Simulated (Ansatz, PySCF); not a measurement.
Molecule (SMILES): FCF.
Geometry (B3LYP-D3(BJ)/def2-TZVP, fixed):
```xyz
5

C      0.0044     0.0053     0.5043
F     -0.0170     1.1024    -0.3021
F      0.0119    -1.1085    -0.2792
H     -0.9025    -0.0002     1.1113
H      0.9218     0.0234     1.0951
```

Near-linear dependence at PBE0/aug-cc-pVDZ with PySCF (spherical functions, density fitting): canonical orthogonalisation drops combinations whose overlap eigenvalue lies under the threshold. The set has 87 functions.

```
threshold  orbitals kept  energy minus last row (mEh)
---------  -------------  ---------------------------
1e-3                 [?]                          [?]
1e-4                 [?]                          [?]
1e-5                 [?]                          [?]
1e-6                  87                        0.000
1e-7                  87                        0.000
1e-9                  87                        0.000
```

Problem. Some entries are withheld; supply them.

Solution. 
- 1e-3, orbitals kept: 85
- 1e-3, energy minus last row (mEh): 0.700
- 1e-4, orbitals kept: 87
- 1e-4, energy minus last row (mEh): 0.000
- 1e-5, orbitals kept: 87
- 1e-5, energy minus last row (mEh): 0.000

The smallest overlap eigenvalue is 7.4e-04. Ansatz (a quantum-chemistry and plane-wave program) at its default drops 0 functions.
